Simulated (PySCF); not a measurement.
Compound: C5H8F (doublet state).
Geometry (GFN2-xTB, Å), atoms numbered from 1 in this order:
```
atom  x, y, z in Å
C1     1.9256   -0.1675   -1.5055
C2     0.6868   -0.0800   -1.1625
C3     0.1524   -0.0174    0.2705
C4    -0.7397   -1.2257    0.5372
C5    -0.6331    1.2756    0.4697
F6     0.1961    2.3671    0.4031
H7     2.8880   -0.2128   -1.0533
H8    -0.1006   -0.0493   -1.9081
H9     0.9992   -0.0173    0.9626
H10   -1.0994   -1.2159    1.5642
H11   -1.5989   -1.2230   -0.1305
H12   -0.1808   -2.1438    0.3765
H13   -1.1019    1.3002    1.4606
H14   -1.3944    1.4094   -0.3067
```

The hyperfine couplings belong to this conformer and change with its torsions.

As a line formula: `[H]/[C]=C\[C@H](C)CF` [radical].

Method used: PySCF, UKS B3LYP, pcH-1 on C F H, non-relativistic, mean-field spin-orbit, GIAO. Geometry: GFN2-xTB, one conformer, isolated molecule. The geometry wasn't refined by DFT: couplings that depend on bond lengths, twists or pyramidal angles can differ widely from those at the functional's own minimum. No stability test was run, so a lower SCF solution isn't excluded.

(1) What is the g tensor, term by term?

(2) At 9.587 GHz, how far is the centre of the isotropic spectrum from where a free electron (g = 2.002319) resonates?

(3) How much does each term add to the isotropic shift?

(4) In a frozen sample, at which fields do the three g values resonate at 9.5, 34, 94 and 263 GHz (hyperfine left aside), and which band first spreads them over more than twice a line width of 0.3 mT?

Answers

(1) 
```
                    Δg (ppm)     1     2     3
relativistic mass correction  -147  -147  -147
            gauge correction    34     5   -33
   orbital Zeeman/spin–orbit  -461    49   543
                       total  -575   -94   363
```

So g = 2.00174, 2.00223, 2.00268 and g_iso = 2.00222; the tensor is rhombic: the two nearest values differ by 49 % of g3 − g1. Axes: g1 points within 9° of the C1–H7 bond and g2 points within 5° of the C2–C3 bond.

(2) B = hν/(g μB) with μB/h = 13.99624 MHz/mT gives 342.09 mT for the free electron and 342.11 mT at g_iso, 0.02 mT higher.

(3) The mass correction -147, the orbital-Zeeman/spin–orbit term 44 and the gauge correction 2 ppm, for a total of -102 ppm. The mass correction is the largest in size. The mass correction is the same along every axis, so the anisotropy comes from the other two: their spans along these axes are 67 (gauge) and 1004 ppm (orbital Zeeman/spin–orbit).

(4) 
| band | GHz | B(g3) mT | B(g2) mT | B(g1) mT | spread mT |
| --- | --- | --- | --- | --- | --- |
| X | 9.5 | 338.92 | 339.00 | 339.08 | 0.16 |
| Q | 34.0 | 1212.98 | 1213.26 | 1213.55 | 0.57 |
| W | 94.0 | 3353.55 | 3354.31 | 3355.12 | 1.57 |
| J | 263.0 | 9382.79 | 9384.93 | 9387.19 | 4.39 |

The spread grows in proportion to the frequency. W band is the first where it exceeds 0.6 mT.

The largest Mulliken spin populations are on C1 (+1.04), C2 (-0.17) and C3 (+0.08). C1 is the only atom above +0.15.

The HOMO–LUMO gaps are 6.55 eV among the α and 5.27 eV among the β orbitals.

On an Arm Neoverse V2 with one thread, on a shared host, this took 40 s of wall time.
